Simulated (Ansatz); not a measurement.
Basis-set limit of BH4, doublet

```tsv
atom	x (Å)	y (Å)	z (Å)
B	-0.1663	0.0000	0.0000
H	-0.7630	1.0336	0.0000
H	-0.7630	-1.0336	0.0000
H	1.0272	0.0000	0.0000
H	2.2827	0.0000	0.0000
```

Ansatz 0.2.0, UHF determinant, valence electrons correlated. Energies in eV.

```csv
set,X,functions,Hartree–Fock,MP2 correlation,CCSD(T) correlation,time
def2-TZVPP,3,87,-731.4054,-3.2502,-3.9794,6.5 s on 1 × NVIDIA H100 80GB HBM3 with 1 thread of AMD EPYC 7R13 Processor (Zen 3) (shared host)
def2-QZVPP,4,177,-731.4570,-3.4455,-4.1304,5.5 s on 1 × NVIDIA H100 80GB HBM3 with 1 thread of AMD EPYC 7R13 Processor (Zen 3) (shared host)
```

Hartree–Fock is taken to follow E(X) = E∞ + A·exp(−7.88·√X), correlation E(X) = E∞ + B·X^−2.97.

Question: Work out the CCSD(T) energy at the limit, and how far the shortcut misses it that extrapolates MP2 and adds CCSD(T) minus MP2 from the smaller set.

Answer: Hartree–Fock: E∞ = E4 + 0.1377·(E4 − E3) = -731.4641. Correlation: E∞ = E4 + 0.7407·(E4 − E3) = -4.2421 for CCSD(T) and -3.5901 for MP2. The limit is -735.7062 eV, 0.119 eV below def2-QZVPP. The shortcut gives a correlation energy of -3.5901 + (-0.7292) = -4.3193, 77 meV lower than the direct value.
